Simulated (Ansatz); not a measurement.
## Appearance energy of a fragment ion: C6H12 → [C3H7]+ + C3H5 + e⁻

Species: C6H12 (2,3-dimethyl-1-butene) `C=C(C)C(C)C`, singlet; [C3H7]+ `C[CH+]C`, singlet; C3H5 `C=[C]C`, doublet. 

Shapes, held fixed at every level: PBE0-D4/def2-TZVP. Flexible molecules stand in one conformer, not always the lowest. Programs: Ansatz 0.2.0. Electronic energies: no zero-point or thermal term.

```
                level                    kind  ΔE (eV)
          HF/def2-SVP            Hartree–Fock    +9.93
     SPW92/def2-TZVPP                     LDA   +11.95
 r2SCAN-D4/def2-TZVPP                meta-GGA   +11.29
  BHLYP-D4/def2-TZVPP           global hybrid   +11.38
   PBE0-D4/def2-TZVPP           global hybrid   +11.55
r2SCAN0-D4/def2-TZVPP           global hybrid   +11.43
   wB97X-V/def2-TZVPP  range-separated hybrid   +11.64
    B2PLYP/def2-TZVPP           double hybrid   +11.41
```

B2PLYP/def2-TZVPP gives ΔE = +11.41 eV; the levels span +9.93 to +11.95. The median of the levels is +11.42. No measured value is set beside it here. Spin contamination: C3H5 (⟨S²⟩ up to 0.91). Open shells run unrestricted unless RO is named. The onset seen in experiment also holds zero-point changes and kinetic shifts.
